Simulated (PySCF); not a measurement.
Gas-phase reaction: P2 + O2 = 2 PO

Energies from PySCF, thermal terms from the rigid-rotor harmonic-oscillator model, ideal gas at 1 bar. The comparison is the NASA 1993 polynomial table, which mixes measured and estimated data. † marks an energy on the PBE0/def2-TZVP geometry and frequencies; other levels use their own. CCSD(T) freezes the core. 6-31G* has spherical d functions here. Open shells (unrestricted): O2 (multiplicity 3), PO (multiplicity 2, electronic degeneracy 4); the rest are closed-shell singlets. Spin-orbit splitting is ignored; it lowers the true energy and changes the entropy of PO. B3LYP is the form with VWN-RPA correlation. CCSD(T) isn't extrapolated to the basis-set limit; its ΔH°(298 K) is -112.6 kJ in def2-SVP and -192.6 kJ in def2-TZVPP. The harmonic model lacks anharmonicity and excited electronic states, which grow with temperature; levels with a mode under 35 cm⁻¹ are left out. The table's entry may be an old estimate for P2, PO (not checked at source).

```
level                ΔH°(298 K), kJ  minus table  ΔG°(2500 K), kJ
-------------------  --------------  -----------  ---------------
table                        -202.8            -           -260.1
B3LYP/def2-TZVP†             -198.0          4.8           -258.3
CCSD(T)/def2-TZVPP†          -192.6         10.2           -253.0
HF/6-31G*                    -145.4         57.4           -207.0
HF/def2-TZVP†                -204.9         -2.1           -265.3
M06-2X/def2-TZVP†            -184.5         18.3           -244.9
PBE/def2-SVP                 -100.3        102.5           -162.3
PBE/def2-TZVP†               -169.0         33.8           -229.3
PBE0/def2-QZVP†              -178.9         23.9           -239.3
PBE0/def2-SVP†                -92.9        109.9           -153.3
PBE0/def2-TZVP               -168.9         33.9           -229.2
LDA/def2-TZVP†               -173.3         29.5           -233.6
```
